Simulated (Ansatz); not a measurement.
Saddle point of SiNH₆F, closed shell (SiNH₄F ([NH2][SiH2][F]) + H₂ → SiNH₅ ([NH2][SiH3]) + HF; bonds formed: Si1–H7, F2–H6; bonds broken: Si1–F2, H6–H7), PBE0-D4/def2-TZVP structure:

```
atom    x (Å)    y (Å)    z (Å)
 Si1   0.4246  -0.0714   0.3184
  F2   0.1019  -0.9143  -1.4372
  H3   1.1543  -1.2996   0.6905
  H4   0.9282   0.9868   1.2485
  N5  -1.2443   0.1388   0.4656
  H6   0.8714   0.0119  -1.4137
  H7   1.3209   0.7036  -0.8947
  H8  -1.9189  -0.3393  -0.1044
  H9  -1.6381   0.7835   1.1270
```

Energies are electronic, without zero-point energy. Barriers and step energies count from the start structure reached by relaxing down the imaginary mode; all methods use the PBE0-D4 structures, on which another method's saddle can fall below an end. Program: Ansatz 0.2.0. Basis: def2-TZVPP, with def2-QZVPP for the basis limit. Cores are frozen in the correlated methods. B3LYP uses VWN-RPA correlation. Extrapolation: Hartree–Fock as exp(−7.88 √X), correlation as X^−2.97.

```csv
method,barrier (kJ/mol),step energy (kJ/mol)
SPW92,169.0,109.0
PBE-D4,204.6,115.9
BLYP-D4,227.9,127.0
r2SCAN-D4,223.0,129.5
B97M-V,235.1,128.2
PBE0-D4,222.2,117.2
B3LYP-D4,?,127.3
r2SCAN0-D4,234.4,127.5
BHLYP-D4,259.0,130.4
CAM-B3LYP-D4,239.8,129.4
wB97X-V,?,126.8
wB97M-V,236.3,128.3
B2PLYP,245.3,130.1
PBE-QIDH,238.3,123.7
RPA on PBE,246.4,126.0
HF,310.3,136.3
MP2,?,130.9
CCSD,257.1,126.2
CCSD(T),247.9,126.0
```

Question: Fill in the withheld barriers. (Judge from chemistry; the value comes from the calculation.)

Answer: Computed: wB97X-V 238.5; B3LYP-D4 239.1; MP2 246.2 kJ/mol. Each is the energy of the saddle less that of the start structure, by the same method.

For comparison, the barrier by CCSD(T) at an estimated basis limit (MP2 extrapolated from triple and quadruple zeta, plus CCSD(T) − MP2 in triple zeta) is 247.5 kJ/mol.

T1 diagnostic: at most 0.013.

Labels in which every atom is bracketed show which atoms are joined, not bond orders.

For scale, one of the runs: CCSD(T)/def2-TZVPP, 188 basis functions, launched by `ansatz run in.yaml --threads 2 --pin off --events-out ev --progress --plain --max-ram 4352MiB`. The run took 35 s on 2 CPU threads of an Arm Neoverse V2 (shared host), with 2 GiB of host memory at its peak.
